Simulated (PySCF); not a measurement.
Simulated outer-valence photoelectron spectrum of `Cl/C(C#C)=C/F`. Method used: EOM-IP-CCSD/aug-cc-pVDZ in PySCF, restricted Hartree–Fock reference, 10 core orbitals frozen, non-relativistic, gas phase, PBE0-D3(BJ)/def2-SVP geometry.

Each root has a Gaussian of 0.4 eV full width with its one-hole share as area; cross sections and vibrations are left out, and the highest printed point is 100.

(ionisation energy (eV), intensity): (9.0, 3), (9.2, 32), (9.4, 96), (9.6, 72), (9.8, 13), (10.0, 1), (10.2, 0), (10.4, 0), (10.6, 1), (10.8, 21), (11.0, 86), (11.2, 97), (11.4, 87), (11.6, 100), (11.8, 56), (12.0, 86), (12.2, 88), (12.4, 23), (12.6, 2), (12.8, 0), (13.0, 0), (13.2, 2), (13.4, 23), (13.6, 87), (13.8, 82), (14.0, 40), (14.2, 86), (14.4, 84), (14.6, 21), (14.8, 2), (15.0, 8), (15.2, 57), (15.4, 100), (15.6, 44), (15.8, 5), (16.0, 0), (16.2, 0), (16.4, 0), (16.6, 0), (16.8, 0), (17.0, 3), (17.2, 33), (17.4, 95), (17.6, 67), (17.8, 12), (18.0, 1)

**Question.** Where are the maxima, and how many lines lie under the curve?

**Answer.** 8 maxima, at 9.5, 11.1, 11.5, 12.1, 13.7, 14.3, 15.4 and 17.5 eV, from 8 lines.

**Question.** List the lines with their holes.

**Answer.** 
```
E (eV)  leading hole (HF orbital)  area  Koopmans (eV)
  9.46                       HOMO  0.96           9.61
 11.10                     HOMO-1  0.96          11.29
 11.56                     HOMO-2  0.95          12.13
 12.11                     HOMO-3  0.95          13.10
 13.69                     HOMO-4  0.94          14.85
 14.30                     HOMO-5  0.94          16.50
 15.38                     HOMO-6  0.95          16.66
 17.45                     HOMO-7  0.93          19.44
```

The widest gap, 2.07 eV, lies between 15.38 and 17.45 eV. Only orbitals with −ε under 21 eV, eight at most, were ionised, so the high end of the curve may lack lines.
